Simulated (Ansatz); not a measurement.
Born–Oppenheimer molecular dynamics of C3H4FN (9 atoms, charge 0, multiplicity 1). It starts at the highest image of a converged band. Of that band: Neighbouring images differ by up to 1.9 eV, so the band resolves the path poorly. A vibrational analysis at the climbing image gives one clearly imaginary mode, 1713i cm⁻¹: a first-order saddle point.

Theory: RKS r2SCAN/6-31G in Ansatz.

| Property | Result |
| --- | --- |
| ensemble | NVE (velocity Verlet) |
| time step | 0.5 fs |
| steps asked | 200 |
| starting velocities drawn for | 100 K |
| seed | 4266 |

First frame:

```xyz
9
Properties=species:S:1:pos:R:3
F -1.865 0.073 0.978
C -0.535 0.338 0.565
C 0.632 -0.554 1.103
N 1.070 -0.780 -0.208
C -0.118 -0.086 -0.880
H -0.327 1.398 0.766
H 1.867 -0.280 0.596
H 0.114 0.700 -1.604
H -0.749 -0.855 -1.334
```

How far do the bonds stretch over the last three quarters of this one trajectory? (Pairs bonded in most of those frames.)


```tsv
bond	mean (Å)	spread (Å)	shortest	longest
F1–C2	1.486	0.088	1.38	1.66
C2–C3	1.588	0.138	1.34	1.81
C2–C5	1.582	0.045	1.51	1.66
C2–H6	1.100	0.009	1.08	1.12
C3–N4	1.352	0.091	1.20	1.50
C3–H7	1.176	0.154	0.92	1.40
N4–C5	1.558	0.065	1.43	1.66
C5–H8	1.101	0.010	1.08	1.13
C5–H9	1.098	0.015	1.07	1.13
```

Mean temperature of the second half: 2179 K. The conserved energy stayed within 2.1 meV per atom of its start (net change -1.4 meV per atom), so the integration is sound. The system heated up, since it started high on the potential surface and ran downhill. A run of 0.1 ps of so small a system gives no equilibrium averages. The orbitals stay closed-shell, which can raise the energy where a bond breaks towards radicals; this wasn't checked here. Limits of this set-up: no polarisation functions.

Run time: 12 min on 1 thread of Arm Neoverse V1, on a shared host, peak memory 0.12 GiB.
